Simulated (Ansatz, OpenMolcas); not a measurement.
## Heat of formation of NO2F (nitryl fluoride) from total energies

NO2F: 4 atoms, total charge 0, spin state singlet. SMILES: `O=[N+]([O-])F`. Geometry: relaxed at PBE0-D4/def2-TZVP.

Total energies at B3LYP/6-31G* (spherical functions) (OpenMolcas 26.06); the atoms run unrestricted:

```
species    state  energy (Eh)
   NO2F  singlet  -304.873757
      O  triplet   -75.059404
      N  quartet   -54.582875
      F  doublet   -99.714578
```

Harmonic wavenumbers at PBE0-D4/def2-TZVP, in cm⁻¹: 597, 621, 796, 867, 1412, 1924.

Measured heats of formation of the gaseous atoms at 298.15 K, in kJ/mol: O 249.2, N 472.4, F 79.4. Spin-orbit lowering of the atoms at 298 K (mean of the ground term's levels less their thermal mean, from spectra), in kJ/mol: O 0.40, F 1.29. Take 1 Eh = 2625.50 kJ/mol, 1 cm⁻¹ = 0.0119627 kJ/mol, RT = 2.479 kJ/mol.

**Question.** Work out the heat of formation of the gas at 298 K.

**Answer.** 
1. Electronic atomisation energy: 2 × (-75.059404) + (-54.582875) + (-99.714578) − (-304.873757) = 0.457496 Eh = 1201.2 kJ/mol.
2. Zero-point energy: half the sum of the wavenumbers, 3108.5 cm⁻¹ = 37.2 kJ/mol.
3. Thermal vibrational enthalpy, Σ hcν̃/(exp(hcν̃/kT) − 1): 1.2 kJ/mol. Translation, rotation and pV of a non-linear molecule: 4 RT = 9.9 kJ/mol.
4. The 4 free atoms carry 5/2 RT each: 24.8 kJ/mol.
5. Spin-orbit coupling lowers the free atoms by 2 × 0.40 + 1.29 = 2.1 kJ/mol.
6. Atomisation enthalpy at 298 K: 1201.2 − 2.1 − 37.2 − 1.2 − 9.9 + 24.8 = 1175.6 kJ/mol.
7. Sum of the atoms' heats of formation: 1050.2 kJ/mol. Heat of formation: 1050.2 − 1175.6 = -125.4 kJ/mol.

The tabulated value is -108.8 kJ/mol (NIST-JANAF tables), so this level is off by -16.6 kJ/mol, or 1.4 % of the atomisation enthalpy. Anharmonicity and any spin-orbit splitting of the molecule are left out.
